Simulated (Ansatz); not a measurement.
System (SMILES): Cl (HCl).
Atoms: Cl1, H2. Bonds: Cl1-H2.

How fast the highest harmonic wavenumber converges with the basis for several methods (Ansatz, a program for electronic structure): deviation from each method's own reference, in cm⁻¹. References: B3LYP 2945 cm⁻¹, the value in aug-pcseg-3; CCSD(T) 2994 cm⁻¹, the value in aug-pcseg-3; HF 3142 cm⁻¹, the value in aug-pcseg-3; MP2 3046 cm⁻¹, the value in aug-pcseg-3; PBE 2896 cm⁻¹, the value in aug-pcseg-3. Cartesian d functions, on some or all atoms, in 6-311G**; all else is spherical. In correlated methods cores are frozen. No added dispersion term, no relativity. Each level at its own minimum, unscaled; the references are large sets that could be run, not limits.

```tsv
basis	functions	B3LYP	CCSD(T)	HF	MP2	PBE
6-31G	15	-220	-347	-218	-299	-216
def2-SV(P)	20	-103	-144	-68	-100	-106
def2-SVP	23	11	70	29	80	14
pcseg-1	23	-10	26	28	33	-5
6-311G**	33	-13	27	2	35	-9
def2-SVPD	35	-6	15	7	15	-6
6-311++G(2d,2p)	45	-20	-48	-30	-45	-20
jun-cc-pV(T+d)Z	62	5	4	0	5	5
def2-TZVPPD	68	5	14	2	15	4
aug-cc-pV(T+d)Z	78	3	2	-2	2	3
def2-QZVPPD	112	1	5	1	4	1
aug-cc-pV(Q+d)Z	135	0	1	1	0	-1
```

Mean absolute deviation over 6-311G**, 6-311++G(2d,2p), jun-cc-pV(T+d)Z, def2-TZVPPD, aug-cc-pV(T+d)Z: HF 7, PBE 8, B3LYP 9, CCSD(T) 19, MP2 20 cm⁻¹.
